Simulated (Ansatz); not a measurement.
# BH6NO: the cost of one run

Program: Ansatz 0.2.0. Level of theory: RHF/def2-SVP. These are calculated values, not measurements.

### 1 The structure to begin with

Bond lengths: N2–H3 1.060 Å, N2–H4 1.060 Å, B1–H5 1.190 Å, B1–H6 1.190 Å, B1–O7 1.710 Å, O7–H8 1.010 Å, N2–H9 1.135 Å. Angles: H3–N2–H4 120.0°, H3–N2–H9 106.4°, H4–N2–H9 90.3°, H5–B1–H6 120.0°, H5–B1–O7 105.4°, H6–B1–O7 92.8°, B1–O7–H8 109.5°.

Coordinates:

```xyz
9

B     0.0000    0.0000    0.0000
N     0.0000    0.0000    1.9000
H    -0.8770   -0.2713    2.4300
H     0.8770    0.2713    2.4300
H     1.0305    0.0000   -0.5950
H    -1.0305    0.0000   -0.5950
O    -0.2139    1.6086    0.5392
H    -1.1525    1.9139    0.3252
H    -0.1432    1.0772    1.5734
```

### 2 A restrained relaxation towards end A

Springs on the bonds that form and break draw the guess towards this end; the thresholds are loose.

input.yaml reads:

```yaml
crystal:
  periodic: [false, false, false]
  atoms:
    - { symbol: B, position_ang: [0.0, 0.0, 0.0] }
    - { symbol: "N", position_ang: [0.0, 0.0, 1.9] }
    - { symbol: H, position_ang: [-0.877, -0.2713, 2.43] }
    - { symbol: H, position_ang: [0.877, 0.2713, 2.43] }
    - { symbol: H, position_ang: [1.0305, 0.0, -0.595] }
    - { symbol: H, position_ang: [-1.0305, 0.0, -0.595] }
    - { symbol: O, position_ang: [-0.2139, 1.6086, 0.5392] }
    - { symbol: H, position_ang: [-1.1525, 1.9139, 0.3252] }
    - { symbol: H, position_ang: [-0.1432, 1.0772, 1.5734] }
basis:
  gaussian: { orbitals: def2-SVP }
hamiltonian:
  xc: hf
relax:
  f_tol: 0.15
  max_steps: 25
  restrain:
    - { distance: [0, 6], at: 2.61, k: 30.0 }
    - { distance: [8, 1], at: 2.26, k: 30.0 }
    - { distance: [0, 1], at: 1.55, k: 30.0 }
    - { distance: [8, 6], at: 1.01, k: 30.0 }
```

Started as:

```bash
$ ansatz run input.yaml --threads 1 --pin off --max-ram 2048MiB --backend cpu --events-out ev --progress --plain --runs-dir out
```

**Question.** How long does this run take on 1 thread of Intel Xeon 6975P-C (Granite Rapids), shared host, and how much memory does it need?

About 6.4 s, with a peak of 0.15 GiB.
